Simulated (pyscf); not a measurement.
Elementary routes open to F–Ge•(F)–F + H₂O in the gas phase (doublet surface):
A. HO–Ge(F)(F)–F + H• (H–O broken; Ge–O formed)
B. HF + HO–Ge•(F)–F (F–Ge, H–O broken; F–H, Ge–O formed)

Optimised with ωB97X-D3(BJ)/def2-SVP in PySCF.

Q: Rank the routes by free-energy barrier at 900 K, lowest first, for ωB97M-D3(BJ)/def2-TZVP energies (ideal gas, 1 atm, RRHO with modes under 100 cm⁻¹ raised to 100, one conformer, R ln 2 for chiral ones without a mode under 150 cm⁻¹).

A: B (38.6 kcal/mol), A (54.7 kcal/mol)

Route B is the fastest of these, ahead of the next by 16.2 kcal/mol. The most stable products are those of B (ΔG = +2.7 kcal/mol), so kinetics and thermodynamics agree. At 298 K B is still the fastest. A: On the reactant side the descent ends in a complex (not fully relaxed), 7.6 kcal/mol under the separated species and 39.6 kcal/mol under the saddle at ωB97X-D3(BJ)/def2-TZVP. B: On the reactant side the descent ends in a complex, 6.3 kcal/mol under the separated species and 14.5 kcal/mol under the saddle at ωB97X-D3(BJ)/def2-TZVP. On the product side the descent ends in a complex, 6.2 kcal/mol under the separated species and 9.7 kcal/mol under the saddle at ωB97X-D3(BJ)/def2-TZVP. Only these routes are compared; each barrier is that of the saddle found, and lower ones may exist. Elements up to Kr have no core potential and no relativistic terms here.
